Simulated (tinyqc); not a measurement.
Inside a calculation. Method: UHF in the sto-3g basis, for NH, spin multiplicity 3. One step of it, computed by the program tinyqc.

Problem. Iteration 4: building the Fock matrix. J_ij = sum D_kl (ij|kl) with D = D(alpha) + D(beta), K_ij = sum D_kl (ik|jl) for each spin; F = H + J - K(s); E = tr D H + tr D J / 2 - 0.5 sum_s tr D(s) K(s) + E_nn.

D(alpha) after iteration 3, lower triangle:
```
            1N 1s      1N 2s    1N 2px    1N 2py    1N 2pz     2H 1s
1N 1s    1.057635
1N 2s   -0.246094   1.055691
1N 2px   0.000000   0.000000  1.000000
1N 2py   0.000000   0.000000  0.000000  1.000000
1N 2pz   0.027177  -0.136104  0.000000  0.000000  0.528527
2H 1s   -0.001303  -0.036710  0.000000  0.000000  0.385090  0.284444
```

D(beta) after iteration 3, lower triangle:
```
            1N 1s      1N 2s    1N 2px    1N 2py    1N 2pz     2H 1s
1N 1s    1.056740
1N 2s   -0.242497   1.042639
1N 2px   0.000000   0.000000  0.000000
1N 2py   0.000000   0.000000  0.000000  0.000000
1N 2pz   0.040899  -0.192843  0.000000  0.000000  0.320068
2H 1s   -0.000378  -0.058352  0.000000  0.000000  0.391486  0.512930
```

core Hamiltonian H = T + V (hartree), lower triangle:
```
             1N 1s      1N 2s     1N 2px     1N 2py     1N 2pz      2H 1s
1N 1s   -24.557661
1N 2s    -5.646552  -6.619258
1N 2px    0.000000   0.000000  -5.253716
1N 2py    0.000000   0.000000   0.000000  -5.253716
1N 2pz   -0.007611  -0.096036   0.000000   0.000000  -5.307813
2H 1s    -0.504361  -1.361112   0.000000   0.000000  -1.201375  -2.991546
```

Two-electron integrals (ij|kl) in chemists' order, unique and non-zero (hartree):
```
(11|11) 4.166630   (21|11) 0.640849   (21|21) 0.117461   (22|11) 0.969864
(22|21) 0.220936   (22|22) 0.708245   (31|31) 0.020960   (32|31) 0.032452
(32|32) 0.156449   (33|11) 0.967124   (33|21) 0.220977   (33|22) 0.708086
(33|33) 0.762805   (41|41) 0.020960   (42|41) 0.032452   (42|42) 0.156449
(43|43) 0.041119   (44|11) 0.967124   (44|21) 0.220977   (44|22) 0.708086
(44|33) 0.680568   (44|44) 0.762805   (51|51) 0.020960   (52|51) 0.032452
(52|52) 0.156449   (53|53) 0.041119   (54|54) 0.041119   (55|11) 0.967124
(55|21) 0.220977   (55|22) 0.708086   (55|33) 0.680568   (55|44) 0.680568
(55|55) 0.762805   (61|11) 0.057185   (61|21) 0.010411   (61|22) 0.019518
(61|33) 0.019476   (61|44) 0.019476   (61|51) 0.000505   (61|52) 0.000964
(61|55) 0.019606   (61|61) 0.000936   (62|11) 0.170746   (62|21) 0.039516
(62|22) 0.144247   (62|33) 0.141119   (62|44) 0.141119   (62|51) 0.003243
(62|52) 0.027154   (62|55) 0.150354   (62|61) 0.003601   (62|62) 0.041250
(63|31) 0.003616   (63|32) 0.022275   (63|53) 0.005149   (63|63) 0.004815
(64|41) 0.003616   (64|42) 0.022275   (64|54) 0.005149   (64|64) 0.004815
(65|11) 0.149134   (65|21) 0.034899   (65|22) 0.135687   (65|33) 0.129558
(65|44) 0.129558   (65|51) 0.006013   (65|52) 0.045304   (65|55) 0.147786
(65|61) 0.003283   (65|62) 0.046584   (65|65) 0.056639   (66|11) 0.360615
(66|21) 0.084700   (66|22) 0.355152   (66|33) 0.341033   (66|44) 0.341033
(66|51) 0.007307   (66|52) 0.086582   (66|55) 0.382973   (66|61) 0.007742
(66|62) 0.140688   (66|65) 0.177810   (66|66) 0.774606
```

nuclear repulsion = 2.53715101 hartree

Give: Coulomb J; exchange K(alpha); exchange K(beta); F(alpha); F(beta); total energy of this density.

Solution.

Coulomb J (hartree), lower triangle:
```
         1N 1s  1N 2s  1N 2px  1N 2py  1N 2pz  2H 1s
1N 1s   13.460
1N 2s    2.447  5.804
1N 2px   0.000  0.000   5.782
1N 2py   0.000  0.000   0.000   5.782
1N 2pz  -0.004  0.036   0.000   0.000   5.829
2H 1s    0.217  1.194   0.000   0.000   1.142  3.243
```

exchange K(alpha) (hartree), lower triangle:
```
        1N 1s   1N 2s  1N 2px  1N 2py  1N 2pz  2H 1s
1N 1s   4.268
1N 2s   0.726   1.181
1N 2px  0.000   0.000   1.001
1N 2py  0.000   0.000   0.000   1.001
1N 2pz  0.002  -0.028   0.000   0.000   0.783
2H 1s   0.069   0.273   0.000   0.000   0.306  0.417
```

exchange K(beta) (hartree), lower triangle:
```
        1N 1s   1N 2s  1N 2px  1N 2py  1N 2pz  2H 1s
1N 1s   4.221
1N 2s   0.654   0.831
1N 2px  0.000   0.000   0.187
1N 2py  0.000   0.000   0.000   0.187
1N 2pz  0.001  -0.065   0.000   0.000   0.553
2H 1s   0.061   0.233   0.000   0.000   0.294  0.563
```

F(alpha) (hartree), lower triangle:
```
          1N 1s   1N 2s  1N 2px  1N 2py  1N 2pz   2H 1s
1N 1s   -15.366
1N 2s    -3.925  -1.996
1N 2px    0.000   0.000  -0.473
1N 2py    0.000   0.000   0.000  -0.473
1N 2pz   -0.013  -0.032   0.000   0.000  -0.262
2H 1s    -0.357  -0.440   0.000   0.000  -0.365  -0.165
```

F(beta) (hartree), lower triangle:
```
          1N 1s   1N 2s  1N 2px  1N 2py  1N 2pz   2H 1s
1N 1s   -15.319
1N 2s    -3.853  -1.646
1N 2px    0.000   0.000   0.342
1N 2py    0.000   0.000   0.000   0.342
1N 2pz   -0.013   0.005   0.000   0.000  -0.032
2H 1s    -0.348  -0.400   0.000   0.000  -0.353  -0.311
```

total energy of this density = -54.19758 hartree
